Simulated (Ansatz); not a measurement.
C3H6O2 can be A, `OCC1CO1`, or B, `COC1CO1`.

Calculated with Ansatz (gas phase, PBE0-D4/def2-TZVP geometries, no zero-point term in ΔE). CCSD(T)/CBS adds triple-zeta CCSD(T) − MP2 to the extrapolated MP2 energy (def2 sets, frozen cores). DFT in def2-TZVPP. B3LYP here is the variant with VWN-RPA as its local correlation; programs differ in this. Each species was taken in one conformer, which may not be the lowest.

Q: Which is lower in electronic energy at CCSD(T)/CBS, and by how much? (Estimate.)

A: Ansatz gave: A, by 26.8 kJ/mol.

Q: Give E(B) − E(A) in kJ/mol with HF/def2-TZVPP, B2PLYP, r2SCAN-D4, CCSD/def2-TZVPP, B3LYP, B3LYP-D4, ωB97M-V. (Best estimate.)

A: The calculation gave: HF/def2-TZVPP 17.5, B2PLYP 20.8, r2SCAN-D4 19.9, CCSD/def2-TZVPP 24.2, B3LYP 18.1, B3LYP-D4 18.8, ωB97M-V 22.5. None reverses the order clearly.

Largest T1 diagnostic: 0.012.

In def2-TZVPP, CCSD(T) changes the Hartree–Fock value by +6.4 kJ/mol (the triples alone add −0.3 kJ/mol) and MP2 by +9.6 kJ/mol.
